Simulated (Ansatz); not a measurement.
in.yaml

```yaml
crystal:
  periodic: [false, false, false]
  atoms:
    - {symbol: B, position_ang: [0.000000, 0.081342, 0.787618]}
    - {symbol: C, position_ang: [0.000000, -0.124035, -0.580001]}
    - {symbol: H, position_ang: [0.000000, 0.605555, -1.536509]}
basis:
  gaussian: {orbitals: 6-31G}
magnetization: {spin_polarized: false}
correlation: {method: ccsdtq, electrons: outside_noble_gas}
```

```sh
$ ansatz run in.yaml --threads 1 --pin off --events-out ev --progress --plain --max-ram 1536MiB
```

Output:

```
452 factors; integrals over basis functions are off by at most 1.8e-7 eV
mean field evaluation 1: about -1706.9790 eV, gradient 2.4e1 eV
mean field evaluation 2: about -1706.9813 eV, gradient 2.4e1 eV
mean field evaluation 4: about -1709.2857 eV, gradient 2.9e0 eV
mean field evaluation 8: about -1709.5023 eV, gradient 3.5e-1 eV
mean field evaluation 16: about -1707.2753 eV, gradient 2.6e1 eV
mean field evaluation 32: about -1709.2124 eV, gradient 1.5e0 eV
mean field evaluation 64: about -1709.1609 eV, gradient 5.9e-2 eV
mean field evaluation 96: about -1707.3041 eV, gradient 1.5e-3 eV
mean field evaluation 128: about -1707.4661 eV, gradient 1.5e0 eV
mean field evaluation 160: about -1708.4441 eV, gradient 2.8e0 eV
mean field -1709.50808012 eV, -62.8232631984 hartree, gradient 1.2e-6 eV, S^2 0.000000; 8 other end points of the search recorded, 0 dependent functions left out; unrestricted orbitals would lower it
determinant -1709.50808012 eV, -62.8232631984 hartree, with singles and doubles -1714.93716985 eV, -63.0227785659 hartree
determinant -1709.16090082 eV, -62.8105045943 hartree, with singles and doubles -1712.81701264 eV, -62.9448642255 hartree
determinant -1707.30406188 eV, -62.7422670219 hartree, with singles and doubles -1713.94286521 eV, -62.9862385442 hartree
...
cycle  15  -5.89945639 eV  change   -1.1e-4 eV  update   2.3e-4
cycle  16  -5.89910278 eV  change    3.5e-4 eV  update   1.6e-4
cycle  17  -5.89917220 eV  change   -6.9e-5 eV  update   1.2e-4
cycle  18  -5.89925307 eV  change   -8.1e-5 eV  update   7.0e-5
cycle  19  -5.89922698 eV  change    2.6e-5 eV  update   3.3e-5
cycle  20  -5.89921731 eV  change    9.7e-6 eV  update   1.8e-5
cycle  21  -5.89921813 eV  change   -8.2e-7 eV  update   8.6e-6
cycle  22  -5.89921163 eV  change    6.5e-6 eV  update   3.9e-6
cycle  23  -5.89921294 eV  change   -1.3e-6 eV  update   1.6e-6
cycle  24  -5.89921362 eV  change   -6.8e-7 eV  update   8.8e-7
WARN: these amplitudes may be one of several solutions (largest doubles amplitude 0.52, level shift 0.00 eV)
Total energy: -1715.40729375 eV, -63.0400553005 hartree
```

For the same geometry and basis full CI lies 3.4 meV lower.

Ran on 1 thread of Intel Xeon, shared host: 8.5 s wall, 0.18 GiB peak host memory.
